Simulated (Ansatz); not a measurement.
This script for Ansatz 0.2.0 through its Python package starts 6 runs on C2H3N, SMILES C#CN. What input does the engine get in each?

Script `run_field.py`:
```python
# -*- coding: utf-8 -*-
import ansatz as az
import numpy as np
from rdkit import Chem
from rdkit.Chem import AllChem


def main():
    rd = Chem.AddHs(Chem.MolFromSmiles("C#CN"))
    AllChem.EmbedMolecule(rd, randomSeed=212)
    AllChem.UFFOptimizeMolecule(rd)
    system = az.Crystal.molecule()
    for atom, xyz in zip(rd.GetAtoms(), rd.GetConformer().GetPositions()):
        system = system.atom(atom.GetSymbol(), xyz.round(5).tolist())

    calculation = system.calculation()
    calculation = calculation.basis(gaussian="def2-SVPD")
    calculation = calculation.functional("cam_b3lyp")
    calculation = calculation.accuracy("medium")
    calculation = calculation.forces()
    centre = np.mean([site.position_ang for site in system.cartesian_sites], axis=0)
    field = 2 * 14.399645 * 3.0 / 30.0 ** 2


    def dipole(axis, sign):
        arm = 30.0 * np.eye(3)[axis]
        pair = [{"charge": sign * 3.0, "position_ang": (centre - arm).tolist()}, {"charge": -sign * 3.0, "position_ang": (centre + arm).tolist()}]
        deck = calculation.input().set(az.key.basis.gaussian.point_charges, pair)
        return np.array(az.Session.from_dict(deck).plan().execute().report["charge_distribution"]["dipole_moment_e_ang"])


    print(f"field {field:.4f} V/A")
    alpha = np.array([(dipole(axis, 1) - dipole(axis, -1)) / (2 * field) * 14.399645 for axis in range(3)])
    print("polarisability tensor (A^3)")
    print(np.array2string(alpha, precision=3, suppress_small=True))
    print(f"mean {np.trace(alpha) / 3:.3f} A^3 = {np.trace(alpha) / 3 / 0.14818471:.2f} bohr^3")


if __name__ == "__main__":
    main()
```

Run 1:
```yaml
crystal:
  periodic: [false, false, false]
  atoms:
    - { symbol: C, position_ang: [1.4975, 0.09527, 0.02858] }
    - { symbol: C, position_ang: [0.29476, 0.01875, 0.00563] }
    - { symbol: "N", position_ang: [-1.10148, -0.07007, -0.02102] }
    - { symbol: H, position_ang: [2.55352, 0.16245, 0.04874] }
    - { symbol: H, position_ang: [-1.58859, -0.80211, 0.54078] }
    - { symbol: H, position_ang: [-1.6557, 0.59572, -0.6027] }
accuracy: medium
basis:
  gaussian:
    orbitals: def2-SVPD
    point_charges:
      - { charge: 3.0, position_ang: [-29.999998333333334, 1.6666666666775853e-06, 1.6666666666775853e-06] }
      - { charge: -3.0, position_ang: [30.000001666666666, 1.6666666666775853e-06, 1.6666666666775853e-06] }
hamiltonian:
  xc: cam_b3lyp
output:
  forces: true
```

Run 2, against run 1:
```diff
-      - { charge: 3.0, position_ang: [-29.999998333333334, 1.6666666666775853e-06, 1.6666666666775853e-06] }
-      - { charge: -3.0, position_ang: [30.000001666666666, 1.6666666666775853e-06, 1.6666666666775853e-06] }
+      - { charge: -3.0, position_ang: [-29.999998333333334, 1.6666666666775853e-06, 1.6666666666775853e-06] }
+      - { charge: 3.0, position_ang: [30.000001666666666, 1.6666666666775853e-06, 1.6666666666775853e-06] }
```

Run 3, against run 1:
```diff
-      - { charge: 3.0, position_ang: [-29.999998333333334, 1.6666666666775853e-06, 1.6666666666775853e-06] }
-      - { charge: -3.0, position_ang: [30.000001666666666, 1.6666666666775853e-06, 1.6666666666775853e-06] }
+      - { charge: 3.0, position_ang: [1.6666666666775853e-06, -29.999998333333334, 1.6666666666775853e-06] }
+      - { charge: -3.0, position_ang: [1.6666666666775853e-06, 30.000001666666666, 1.6666666666775853e-06] }
```

Run 4, against run 1:
```diff
-      - { charge: 3.0, position_ang: [-29.999998333333334, 1.6666666666775853e-06, 1.6666666666775853e-06] }
-      - { charge: -3.0, position_ang: [30.000001666666666, 1.6666666666775853e-06, 1.6666666666775853e-06] }
+      - { charge: -3.0, position_ang: [1.6666666666775853e-06, -29.999998333333334, 1.6666666666775853e-06] }
+      - { charge: 3.0, position_ang: [1.6666666666775853e-06, 30.000001666666666, 1.6666666666775853e-06] }
```

Run 5, against run 1:
```diff
-      - { charge: 3.0, position_ang: [-29.999998333333334, 1.6666666666775853e-06, 1.6666666666775853e-06] }
-      - { charge: -3.0, position_ang: [30.000001666666666, 1.6666666666775853e-06, 1.6666666666775853e-06] }
+      - { charge: 3.0, position_ang: [1.6666666666775853e-06, 1.6666666666775853e-06, -29.999998333333334] }
+      - { charge: -3.0, position_ang: [1.6666666666775853e-06, 1.6666666666775853e-06, 30.000001666666666] }
```

Run 6, against run 1:
```diff
-      - { charge: 3.0, position_ang: [-29.999998333333334, 1.6666666666775853e-06, 1.6666666666775853e-06] }
-      - { charge: -3.0, position_ang: [30.000001666666666, 1.6666666666775853e-06, 1.6666666666775853e-06] }
+      - { charge: -3.0, position_ang: [1.6666666666775853e-06, 1.6666666666775853e-06, -29.999998333333334] }
+      - { charge: 3.0, position_ang: [1.6666666666775853e-06, 1.6666666666775853e-06, 30.000001666666666] }
```

```console
$ python run_field.py
field 0.0960 V/A
polarisability tensor (A^3)
[[ 7.37   0.232  0.076]
 [ 0.23   3.72  -0.091]
 [ 0.075 -0.091  3.667]]
mean 4.919 A^3 = 33.19 bohr^3
```

Reading the output:
- The settings weren't tested for convergence.
- The geometry is a force-field or estimated start, not a minimum of this method, and the basis set is short of its limit. The field of two point charges is only nearly even.
- Run time: 11 s on 1 thread of Arm Neoverse V2, on a shared host, peak memory 0.26 GiB.

(A comment or docstring line of the script was reworded after the run, the code is as it ran; lines on the test bed's own set-up are left out of the output.)
